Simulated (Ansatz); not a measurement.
Relaxation of CH7BSi (10 atoms, charge 0, multiplicity 1), to a largest force component of 0.015 eV/Å in at most 40 steps.

The calculation used RHF/def2-SVP in Ansatz 0.2.0.

```xyz
10
Properties=species:S:1:pos:R:3
B -0.199 -0.908 -1.266
C 0.449 -0.609 0.122
Si -0.172 1.018 0.822
H -1.348 -0.955 -1.348
H 0.409 -0.981 -2.273
H 1.553 -0.550 -0.014
H 0.225 -1.428 0.824
H 0.429 1.298 2.056
H 0.178 2.141 -0.169
H -1.622 0.985 0.944
```

**Question.** Where does it end, and by what steps?

**Answer.** It converged. After 6 steps the energy has fallen by 0.249 eV; H4 moved furthest, 0.51 Å.

```csv
step,energy less start (eV),largest force component (eV/Å),accepted
0,0.0000,2.212,yes
1,-0.1499,1.281,yes
2,-0.2155,0.460,yes
3,-0.2317,0.274,yes
4,-0.2472,0.096,yes
5,-0.2489,0.039,yes
6,-0.2491,0.008,yes
```

```xyz
10
Properties=species:S:1:pos:R:3
B -0.215 -0.935 -1.294
C 0.414 -0.637 0.103
Si -0.131 1.057 0.771
H -1.293 -1.461 -1.385
H 0.342 -0.601 -2.306
H 1.507 -0.601 0.070
H 0.103 -1.360 0.863
H 0.505 1.294 2.089
H 0.274 2.146 -0.152
H -1.603 1.110 0.938
```

Whether the end is a true minimum wasn't checked by a vibrational analysis.

Run time: 20 s on 1 thread of AMD EPYC (Zen 3), with other jobs on the host, peak memory 0.14 GiB.
